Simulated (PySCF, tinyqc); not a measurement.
Inside a calculation. Method: MP2 on RHF in the sto-3g basis, frozen core, for HF, spin multiplicity 1. The lowest restricted solution is unstable here: a spin-polarised one lies 0.0022 hartree lower (PySCF). Computed by tinyqc, a small Python program that keeps every step (integrals from PySCF). Settings: charge = 0, multiplicity = 1, basis = sto-3g, method = RHF, frozen orbitals = 1, energy threshold = 1e-10, iteration cap = 76, orthogonalisation = symmetric, start = core, DIIS depth = 6. Command: `OMP_NUM_THREADS=1 python tinyqc.py 25801 25802 out.jsonl` (the two numbers bound the seeds that draw the settings). One thread of a shared host (Intel(R) Xeon(R) Processor @ 2.60GHz), about 0.3 s of CPU time with the checks. Later iterations appear only in the table of the cycle.

## One-electron integrals

Geometry (angstrom):
```
atom        x        y        z
F     0.00000  0.00000  0.00000
H     0.00000  0.00000  1.24700
```

Basis sto-3g: exponents (1/bohr^2) and contraction coefficients of normalised primitives:
```
element  l (shell)   exponent  coefficient
F            s (1)  166.67913      0.15433
F            s (1)   30.36081      0.53533
F            s (1)    8.21682      0.44463
F            s (2)    6.46480     -0.09997
F            s (2)    1.50228      0.39951
F            s (2)    0.48859      0.70012
F            p (3)    6.46480      0.15592
F            p (3)    1.50228      0.60768
F            p (3)    0.48859      0.39196
H            s (1)    3.42525      0.15433
H            s (1)    0.62391      0.53533
H            s (1)    0.16886      0.44463
```

Overlap, kinetic and nuclear-attraction integrals over the contracted functions; the nuclear repulsion is the sum of Za Zb / Rab.

nuclear repulsion = 3.8192421 hartree

overlap S, order 1F 1s, 1F 2s, 1F 2px, 1F 2py, 1F 2pz, 2H 1s:
$$\begin{pmatrix}
1.00000 & 0.23799 & 0.00000 & 0.00000 & 0.00000 & 0.02256 \\
0.23799 & 1.00000 & 0.00000 & 0.00000 & 0.00000 & 0.26090 \\
0.00000 & 0.00000 & 1.00000 & 0.00000 & 0.00000 & 0.00000 \\
0.00000 & 0.00000 & 0.00000 & 1.00000 & 0.00000 & 0.00000 \\
0.00000 & 0.00000 & 0.00000 & 0.00000 & 1.00000 & 0.22974 \\
0.02256 & 0.26090 & 0.00000 & 0.00000 & 0.22974 & 1.00000
\end{pmatrix}$$

kinetic energy T (hartree), order 1F 1s, 1F 2s, 1F 2px, 1F 2py, 1F 2pz, 2H 1s:
$$\begin{pmatrix}
36.98458 & -0.21286 & 0.00000 & 0.00000 & 0.00000 & -0.00719 \\
-0.21286 & 1.03800 & 0.00000 & 0.00000 & 0.00000 & 0.01398 \\
0.00000 & 0.00000 & 3.24801 & 0.00000 & 0.00000 & 0.00000 \\
0.00000 & 0.00000 & 0.00000 & 3.24801 & 0.00000 & 0.00000 \\
0.00000 & 0.00000 & 0.00000 & 0.00000 & 3.24801 & 0.08348 \\
-0.00719 & 0.01398 & 0.00000 & 0.00000 & 0.08348 & 0.76003
\end{pmatrix}$$

nuclear attraction V (hartree), order 1F 1s, 1F 2s, 1F 2px, 1F 2py, 1F 2pz, 2H 1s:
$$\begin{pmatrix}
-77.43394 & -9.27780 & 0.00000 & 0.00000 & -0.00814 & -0.90034 \\
-9.27780 & -11.96535 & 0.00000 & 0.00000 & -0.10143 & -2.21405 \\
0.00000 & 0.00000 & -11.85550 & 0.00000 & 0.00000 & 0.00000 \\
0.00000 & 0.00000 & 0.00000 & -11.85550 & 0.00000 & 0.00000 \\
-0.00814 & -0.10143 & 0.00000 & 0.00000 & -11.90754 & -1.67012 \\
-0.90034 & -2.21405 & 0.00000 & 0.00000 & -1.67012 & -5.00173
\end{pmatrix}$$

core Hamiltonian H = T + V (hartree), order 1F 1s, 1F 2s, 1F 2px, 1F 2py, 1F 2pz, 2H 1s:
$$\begin{pmatrix}
-40.44936 & -9.49066 & 0.00000 & 0.00000 & -0.00814 & -0.90752 \\
-9.49066 & -10.92736 & 0.00000 & 0.00000 & -0.10143 & -2.20007 \\
0.00000 & 0.00000 & -8.60749 & 0.00000 & 0.00000 & 0.00000 \\
0.00000 & 0.00000 & 0.00000 & -8.60749 & 0.00000 & 0.00000 \\
-0.00814 & -0.10143 & 0.00000 & 0.00000 & -8.65952 & -1.58664 \\
-0.90752 & -2.20007 & 0.00000 & 0.00000 & -1.58664 & -4.24170
\end{pmatrix}$$

## Two-electron integrals

Functions are numbered as in S; the eight-fold symmetry (ij|kl) = (ji|kl) = (kl|ij) leaves the list below.

Two-electron integrals (ij|kl) in chemists' order, unique and non-zero (hartree):
```
(11|11) 5.40350   (21|11) 0.84192   (21|21) 0.15630   (22|11) 1.26803
(22|21) 0.29234   (22|22) 0.92617   (31|31) 0.02800   (32|31) 0.04317
(32|32) 0.20459   (33|11) 1.26450   (33|21) 0.29240   (33|22) 0.92596
(33|33) 0.99751   (41|41) 0.02800   (42|41) 0.04317   (42|42) 0.20459
(43|43) 0.05377   (44|11) 1.26450   (44|21) 0.29240   (44|22) 0.92596
(44|33) 0.88997   (44|44) 0.99751   (51|51) 0.02800   (52|51) 0.04317
(52|52) 0.20459   (53|53) 0.05377   (54|54) 0.05377   (55|11) 1.26450
(55|21) 0.29240   (55|22) 0.92596   (55|33) 0.88997   (55|44) 0.88997
(55|55) 0.99751   (61|11) 0.08073   (61|21) 0.01487   (61|22) 0.02769
(61|33) 0.02765   (61|44) 0.02765   (61|51) 0.00059   (61|52) 0.00111
(61|55) 0.02777   (61|61) 0.00143   (62|11) 0.22530   (62|21) 0.05273
(62|22) 0.18897   (62|33) 0.18612   (62|44) 0.18612   (62|51) 0.00356
(62|52) 0.02905   (62|55) 0.19448   (62|61) 0.00510   (62|62) 0.04940
(63|31) 0.00526   (63|32) 0.03217   (63|53) 0.00595   (63|63) 0.00700
(64|41) 0.00526   (64|42) 0.03217   (64|54) 0.00595   (64|64) 0.00700
(65|11) 0.16204   (65|21) 0.03838   (65|22) 0.14734   (65|33) 0.14127
(65|44) 0.14127   (65|51) 0.00751   (65|52) 0.05336   (65|55) 0.15932
(65|61) 0.00385   (65|62) 0.04740   (65|65) 0.05224   (66|11) 0.41931
(66|21) 0.09970   (66|22) 0.41320   (66|33) 0.40072   (66|44) 0.40072
(66|51) 0.00753   (66|52) 0.08803   (66|55) 0.43781   (66|61) 0.00967
(66|62) 0.14569   (66|65) 0.16343   (66|66) 0.77461
```

## Orthogonalisation

S = U s U^T; symmetric (Loewdin) form X = U s^(-1/2) U^T, so that X^T S X = 1.

eigenvalues of S: [0.61143, 0.85241, 1.00000, 1.00000, 1.12758, 1.40859]

X, order 1F 1s, 1F 2s, 1F 2px, 1F 2py, 1F 2pz, 2H 1s:
$$\begin{pmatrix}
1.02262 & -0.12684 & 0.00000 & 0.00000 & -0.00294 & 0.01402 \\
-0.12684 & 1.05168 & 0.00000 & 0.00000 & 0.02534 & -0.14451 \\
0.00000 & 0.00000 & 1.00000 & 0.00000 & 0.00000 & 0.00000 \\
0.00000 & 0.00000 & 0.00000 & 1.00000 & 0.00000 & 0.00000 \\
-0.00294 & 0.02534 & 0.00000 & 0.00000 & 1.02175 & -0.12457 \\
0.01402 & -0.14451 & 0.00000 & 0.00000 & -0.12457 & 1.05024
\end{pmatrix}$$

## Starting guess

The start is the orbitals of the core Hamiltonian; D = 2 C_occ C_occ^T.

D at the start, order 1F 1s, 1F 2s, 1F 2px, 1F 2py, 1F 2pz, 2H 1s:
$$\begin{pmatrix}
2.12289 & -0.52040 & 0.00000 & 0.00000 & -0.01469 & 0.04379 \\
-0.52040 & 2.20288 & 0.00000 & 0.00000 & 0.08075 & -0.18206 \\
0.00000 & 0.00000 & 2.00000 & 0.00000 & 0.00000 & 0.00000 \\
0.00000 & 0.00000 & 0.00000 & 2.00000 & 0.00000 & 0.00000 \\
-0.01469 & 0.08075 & 0.00000 & 0.00000 & 2.07611 & -0.20870 \\
0.04379 & -0.18206 & 0.00000 & 0.00000 & -0.20870 & 0.03473
\end{pmatrix}$$

## Iteration 1: building the Fock matrix

J_ij = sum D_kl (ij|kl), K_ij = sum D_kl (ik|jl); F = H + J - 0.5 K; E = tr D H + tr D J / 2 - 0.25 tr D K + E_nn.

Coulomb J (hartree), order 1F 1s, 1F 2s, 1F 2px, 1F 2py, 1F 2pz, 2H 1s:
$$\begin{pmatrix}
20.94331 & 4.01484 & 0.00000 & 0.00000 & 0.00203 & 0.38230 \\
4.01484 & 9.94055 & 0.00000 & 0.00000 & 0.00208 & 1.96027 \\
0.00000 & 0.00000 & 9.93210 & 0.00000 & 0.00000 & 0.00000 \\
0.00000 & 0.00000 & 0.00000 & 9.93210 & 0.00000 & 0.00000 \\
0.00203 & 0.00208 & 0.00000 & 0.00000 & 9.93101 & 1.49980 \\
0.38230 & 1.96027 & 0.00000 & 0.00000 & 1.49980 & 4.12892
\end{pmatrix}$$

exchange K (hartree), order 1F 1s, 1F 2s, 1F 2px, 1F 2py, 1F 2pz, 2H 1s:
$$\begin{pmatrix}
11.11066 & 1.94746 & 0.00000 & 0.00000 & 0.00082 & 0.19751 \\
1.94746 & 3.23627 & 0.00000 & 0.00000 & 0.00602 & 0.55631 \\
0.00000 & 0.00000 & 2.66589 & 0.00000 & 0.00000 & 0.00000 \\
0.00000 & 0.00000 & 0.00000 & 2.66589 & 0.00000 & 0.00000 \\
0.00082 & 0.00602 & 0.00000 & 0.00000 & 2.66776 & 0.31611 \\
0.19751 & 0.55631 & 0.00000 & 0.00000 & 0.31611 & 0.15704
\end{pmatrix}$$

Fock matrix F (hartree), order 1F 1s, 1F 2s, 1F 2px, 1F 2py, 1F 2pz, 2H 1s:
$$\begin{pmatrix}
-25.06138 & -6.44955 & 0.00000 & 0.00000 & -0.00652 & -0.62397 \\
-6.44955 & -2.60494 & 0.00000 & 0.00000 & -0.10236 & -0.51795 \\
0.00000 & 0.00000 & -0.00833 & 0.00000 & 0.00000 & 0.00000 \\
0.00000 & 0.00000 & 0.00000 & -0.00833 & 0.00000 & 0.00000 \\
-0.00652 & -0.10236 & 0.00000 & 0.00000 & -0.06239 & -0.24490 \\
-0.62397 & -0.51795 & 0.00000 & 0.00000 & -0.24490 & -0.19130
\end{pmatrix}$$

total energy of this density = -97.8952628 hartree

## Iteration 1: diagonalisation and new density

Diagonalise F' = X^T F X, C = X C', fill 5 alpha and 5 beta electrons from the bottom; D = 2 C_occ C_occ^T. Each column has its largest component positive (the first on a tie).

F' = X^T F X (hartree):
$$\begin{pmatrix}
-24.59268 & -3.36490 & 0.00000 & 0.00000 & -0.01128 & -0.04517 \\
-3.36490 & -1.43674 & 0.00000 & 0.00000 & -0.05580 & -0.23939 \\
0.00000 & 0.00000 & -0.00833 & 0.00000 & 0.00000 & 0.00000 \\
0.00000 & 0.00000 & 0.00000 & -0.00833 & 0.00000 & 0.00000 \\
-0.01128 & -0.05580 & 0.00000 & 0.00000 & -0.00914 & -0.23284 \\
-0.04517 & -0.23939 & 0.00000 & 0.00000 & -0.23284 & -0.04590
\end{pmatrix}$$

orbital energies (hartree): MO1 -25.07200, MO2 -1.02430, MO3 -0.20688, MO4 -0.00833, MO5 -0.00833, MO6 0.21872

coefficients C, order 1F 1s, 1F 2s, 1F 2px, 1F 2py, 1F 2pz, 2H 1s:
$$\begin{pmatrix}
0.99456 & -0.25701 & 0.07285 & 0.00000 & 0.00000 & 0.03916 \\
0.02225 & 0.98453 & -0.34558 & 0.00000 & 0.00000 & -0.23331 \\
0.00000 & 0.00000 & 0.00000 & -0.10170 & 0.99481 & 0.00000 \\
0.00000 & 0.00000 & 0.00000 & 0.99481 & 0.10170 & 0.00000 \\
0.00108 & 0.10414 & 0.63447 & 0.00000 & 0.00000 & -0.80421 \\
-0.00329 & 0.11213 & 0.64130 & 0.00000 & 0.00000 & 0.84602
\end{pmatrix}$$

D after iteration 1, order 1F 1s, 1F 2s, 1F 2px, 1F 2py, 1F 2pz, 2H 1s:
$$\begin{pmatrix}
2.12101 & -0.51216 & 0.00000 & 0.00000 & 0.04105 & 0.02925 \\
-0.51216 & 2.17844 & 0.00000 & 0.00000 & -0.23342 & -0.22260 \\
0.00000 & 0.00000 & 2.00000 & 0.00000 & 0.00000 & 0.00000 \\
0.00000 & 0.00000 & 0.00000 & 2.00000 & 0.00000 & 0.00000 \\
0.04105 & -0.23342 & 0.00000 & 0.00000 & 0.82681 & 0.83713 \\
0.02925 & -0.22260 & 0.00000 & 0.00000 & 0.83713 & 0.84770
\end{pmatrix}$$

Within a degenerate level the vectors are fixed only up to a rotation; this is one choice.

## Iteration 7 (converged): orbitals

converged F (hartree), order 1F 1s, 1F 2s, 1F 2px, 1F 2py, 1F 2pz, 2H 1s:
$$\begin{pmatrix}
-25.91750 & -6.62550 & 0.00000 & 0.00000 & -0.01506 & -0.64124 \\
-6.62550 & -3.01681 & 0.00000 & 0.00000 & -0.02278 & -0.63386 \\
0.00000 & 0.00000 & -0.46341 & 0.00000 & 0.00000 & 0.00000 \\
0.00000 & 0.00000 & 0.00000 & -0.46341 & 0.00000 & 0.00000 \\
-0.01506 & -0.02278 & 0.00000 & 0.00000 & -0.21504 & -0.42523 \\
-0.64124 & -0.63386 & 0.00000 & 0.00000 & -0.42523 & -0.28601
\end{pmatrix}$$

As before.

F' = X^T F X (hartree):
$$\begin{pmatrix}
-25.44892 & -3.39288 & 0.00000 & 0.00000 & -0.03295 & -0.03975 \\
-3.39288 & -1.82098 & 0.00000 & 0.00000 & 0.05755 & -0.31324 \\
0.00000 & 0.00000 & -0.46341 & 0.00000 & 0.00000 & 0.00000 \\
0.00000 & 0.00000 & 0.00000 & -0.46341 & 0.00000 & 0.00000 \\
-0.03295 & 0.05755 & 0.00000 & 0.00000 & -0.11942 & -0.41314 \\
-0.03975 & -0.31324 & 0.00000 & 0.00000 & -0.41314 & -0.07604
\end{pmatrix}$$

orbital energies (hartree): MO1 -25.92676, MO2 -1.41369, MO3 -0.48250, MO4 -0.46341, MO5 -0.46341, MO6 0.35760

coefficients C, order 1F 1s, 1F 2s, 1F 2px, 1F 2py, 1F 2pz, 2H 1s:
$$\begin{pmatrix}
0.99498 & -0.25851 & 0.04982 & 0.00000 & 0.00000 & 0.05232 \\
0.02057 & 0.99779 & -0.25422 & 0.00000 & 0.00000 & -0.28813 \\
0.00000 & 0.00000 & 0.00000 & 0.57613 & 0.81736 & 0.00000 \\
0.00000 & 0.00000 & 0.00000 & 0.81736 & -0.57613 & 0.00000 \\
0.00125 & 0.02384 & 0.68527 & 0.00000 & 0.00000 & -0.76811 \\
-0.00300 & 0.09694 & 0.59902 & 0.00000 & 0.00000 & 0.87828
\end{pmatrix}$$

D after iteration 7, order 1F 1s, 1F 2s, 1F 2px, 1F 2py, 1F 2pz, 2H 1s:
$$\begin{pmatrix}
2.11861 & -0.50028 & 0.00000 & 0.00000 & 0.05844 & 0.00360 \\
-0.50028 & 2.12127 & 0.00000 & 0.00000 & -0.30080 & -0.11125 \\
0.00000 & 0.00000 & 2.00000 & 0.00000 & 0.00000 & 0.00000 \\
0.00000 & 0.00000 & 0.00000 & 2.00000 & 0.00000 & 0.00000 \\
0.05844 & -0.30080 & 0.00000 & 0.00000 & 0.94032 & 0.82560 \\
0.00360 & -0.11125 & 0.00000 & 0.00000 & 0.82560 & 0.73647
\end{pmatrix}$$

Within a degenerate level the vectors are fixed only up to a rotation; this is one choice.

## Convergence

Stop when the energy changes by less than 1e-10 hartree and every element of the error matrix X^T (F D S - S D F) X is below 3e-06.

Course of the cycle:
```
iteration  E (hartree)     change  largest element of the error matrix
1          -97.8952628          -                             4.58e-01
2          -98.4974569  -6.02e-01                             9.39e-02
3          -98.5069363  -9.48e-03                             2.38e-02
4          -98.5073187  -3.82e-04                             8.85e-04
5          -98.5073192  -4.74e-07                             5.14e-05
6          -98.5073192  -1.99e-09                             2.69e-07
7          -98.5073192  -7.11e-14                             3.65e-09
```

PySCF RHF in the same basis = -98.5073192 hartree

Converged in 7 iterations.

## Populations, bond orders and dipole

Mulliken: Z minus the diagonal of D S on the atom; Loewdin: the same with S^(1/2) D S^(1/2); Mayer order: 2 sum_s sum (D(s) S)_ij (D(s) S)_ji over the two atoms.

Charges (e):
```
atom  Mulliken   Loewdin
1F    -0.10280  -0.08542
2H     0.10280   0.08542
```

Mayer bond orders:
```
pair    order
2-1   0.98943
```

dipole moment about the origin, x y z (debye): [0.00000, 0.00000, 1.02305]

## Integrals over molecular orbitals

(pq|rs) = sum C_ip C_jq C_kr C_ls (ij|kl), one index at a time.

one-electron integrals over orbitals h = C^T H C (hartree):
$$\begin{pmatrix}
-40.43207 & 0.72276 & -0.13133 & 0.00000 & 0.00000 & -0.14312 \\
0.72276 & -9.12314 & 0.48955 & 0.00000 & 0.00000 & 0.78034 \\
-0.13133 & 0.48955 & -6.80660 & 0.00000 & 0.00000 & 2.26118 \\
0.00000 & 0.00000 & 0.00000 & -8.60749 & 0.00000 & 0.00000 \\
0.00000 & 0.00000 & 0.00000 & 0.00000 & -8.60749 & 0.00000 \\
-0.14312 & 0.78034 & 2.26118 & 0.00000 & 0.00000 & -5.98614
\end{pmatrix}$$

Two-electron integrals over orbitals (pq|rs), unique and non-zero (hartree); the lowest 1 orbital is frozen and left out:
```
(22|22) 0.87272    (32|22) -0.04526   (32|32) 0.13491    (33|22) 0.69170
(33|32) -0.01451   (33|33) 0.67629    (42|42) 0.18937    (43|42) -0.02786
(43|43) 0.03536    (44|22) 0.89507    (44|32) -0.06569   (44|33) 0.67823
(44|44) 0.99751    (52|52) 0.18937    (53|52) -0.02786   (53|53) 0.03536
(54|54) 0.05377    (55|22) 0.89507    (55|32) -0.06569   (55|33) 0.67823
(55|44) 0.88997    (55|55) 0.99751    (62|22) -0.08511   (62|32) -0.07667
(62|33) -0.02212   (62|44) -0.08424   (62|55) -0.08424   (62|62) 0.09149
(63|22) -0.23705   (63|32) 0.08002    (63|33) -0.09342   (63|44) -0.24617
(63|55) -0.24617   (63|62) 0.03650    (63|63) 0.23180    (64|42) -0.02831
(64|43) -0.02225   (64|64) 0.02906    (65|52) -0.02831   (65|53) -0.02225
(65|65) 0.02906    (66|22) 0.63909    (66|32) 0.04575    (66|33) 0.64787
(66|44) 0.62344    (66|55) 0.62344    (66|62) -0.05347   (66|63) -0.02606
(66|66) 0.67436
```

## Second-order Moller-Plesset energy

Hartree-Fock energy = -98.5073192 hartree

E2 = sum_ijab (ia|jb) [2 (ia|jb) - (ib|ja)] / (e_i + e_j - e_a - e_b) over occupied i, j and virtual a, b; the opposite-spin part is (ia|jb)^2 / denominator, the rest is same-spin, and SCS-MP2 scales them by 6/5 and 1/3.

Terms:
```
i  j  a  b  (ia|jb)  (ib|ja)  denominator      term
3  3  6  6  0.23180  0.23180     -1.68019  -0.03198
2  2  6  6  0.09149  0.09149     -3.54258  -0.00236
5  5  6  6  0.02906  0.02906     -1.64202  -0.00051
4  4  6  6  0.02906  0.02906     -1.64202  -0.00051
3  2  6  6  0.03650  0.03650     -2.61138  -0.00051
2  3  6  6  0.03650  0.03650     -2.61138  -0.00051
```

Pair energies (hartree; pair i-j sums ij and ji):
```
pair  opposite spin  same spin
2-2        -0.00236    0.00000
3-2        -0.00102    0.00000
3-3        -0.03198    0.00000
4-4        -0.00051    0.00000
5-5        -0.00051    0.00000
```

MP2 correlation energy = -0.0363909 hartree

SCS-MP2 correlation energy = -0.0436691 hartree

MP2 total energy = -98.5437101 hartree
